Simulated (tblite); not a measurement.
Compound: C₃H₁₁P₃.
Atom-mapped SMILES: `[CH3:1][P:2]([CH2:3][PH2:4])[CH2:5][PH2:6]` (hydrogens: H7, H8, H9 on C1; H10, H11 on C3; H12, H13 on P4; H14, H15 on C5; H16, H17 on P6)

Cartesian coordinates in Å at the GFN2-xTB level; atoms count from 1:
```xyz
17
C3H11P3 angstrom
C      0.0623    1.3349   -1.0178
P     -0.1180   -0.4241   -0.4975
C     -1.4851   -0.2239    0.7560
P     -3.1897   -0.2458    0.0126
C      1.2845   -0.4821    0.7264
P      2.8890   -0.3424   -0.2104
H     -0.8012    1.6270   -1.6136
H      0.9556    1.4202   -1.6359
H      0.1538    1.9939   -0.1543
H     -1.4382   -1.0660    1.4556
H     -1.3615    0.6992    1.3331
H     -2.9094    0.6173   -1.0475
H     -2.9662   -1.3621   -0.7902
H      1.2466   -1.4299    1.2695
H      1.2097    0.3458    1.4395
H      3.6852   -0.8702    0.8059
H      2.7756   -1.5798   -0.8411
```

Level: GFN2-xTB in tblite, geometry and Hessian alike; calculated harmonic values, unscaled, isolated species. The method is semi-empirical: single wavenumbers can be off by several per cent or more. Modes of hydrogen on phosphorus can be 10 to 20 % off. One conformer, not necessarily the lowest.

Harmonic wavenumbers (cm⁻¹): 47.5, 50.3, 95.4, 136.4, 152.9, 173.8, 188.6, 209.9, 272.2, 309.5, 620.8, 649.5, 654.0, 689.2, 732.7, 744.1, 761.6, 840.6, 844.4, 861.1, 877.4, 902.1, 923.9, 1047.1, 1079.7, 1118.1, 1135.6, 1139.1, 1158.3, 1318.2, 1391.8, 1399.8, 1431.0, 1442.6, 2262.6, 2268.6, 2329.7, 2332.5, 2903.4, 2909.0, 2921.2, 2935.9, 2978.3, 3000.1, 3005.2.

A = 5151, B = 729.0, C = 683.5 MHz; mass 140.007 u (most abundant isotopes); point group C1, symmetry number 1.

Problem. Zero-point energy?

Solution. ½Σν̃ = 27623 cm⁻¹ = 330.44 kJ/mol.

Problem. Entropy at 400 K, 1 bar (ideal gas, RRHO, classical rotation)?

Solution. Translation 176.60, rotation 125.91, vibration 176.04: S = 478.5 J/(mol K).

Problem. And Cp and H(400 K) − H(0)?

Solution. Cp = 195.19 J/(mol K), of which vibrations give 161.93 (their classical limit is 45 R = 374.2); H(400 K) − H(0) = 48.14 kJ/mol without the zero-point energy, 34.84 from vibrations.

Problem. How do the functions run with temperature in this model?

Solution. 
```
 T (K)  S (J/(mol K))  Cp (J/(mol K))  H − H(0) (kJ/mol)  G − H(0) (kJ/mol)  ln q(vib)
   150          339.1           104.1              10.73             -40.14       3.73
   250          400.4           140.0              22.88             -77.23       6.65
298.15          426.7           158.7              30.07             -97.14       7.98
   600          568.6           249.2              92.93            -248.24      15.76
   900          680.3           301.1             176.11            -436.19      22.66
```

q(vib) and H(0) count from the zero-point level.

Problem. Which modes carry the vibrational entropy at 400 K?

Solution. 47.5 cm⁻¹: 23.02; 50.3 cm⁻¹: 22.54; 95.4 cm⁻¹: 17.25; 136.4 cm⁻¹: 14.32; 152.9 cm⁻¹: 13.39; 173.8 cm⁻¹: 12.35 J/(mol K); the other 39 give 73.18 together.

Problem. What must be added to the electronic energy to get the Gibbs energy at 400 K and 1 bar?

Solution. ZPE + [H(400 K) − H(0)] − T·S = 330.44 + 48.14 − 191.42 = 187.16 kJ/mol.

Hindered rotation and anharmonicity are outside this model. Other conformers, if any are populated, would add a mixing term that is left out. The structure is chiral; the term R ln 2 for an equal mix with its mirror image is left out.

Hardware: one thread, Arm Neoverse V1 (aarch64), on a shared host. Cost: 0.64 s of wall time. The figure is for the frequency step alone.
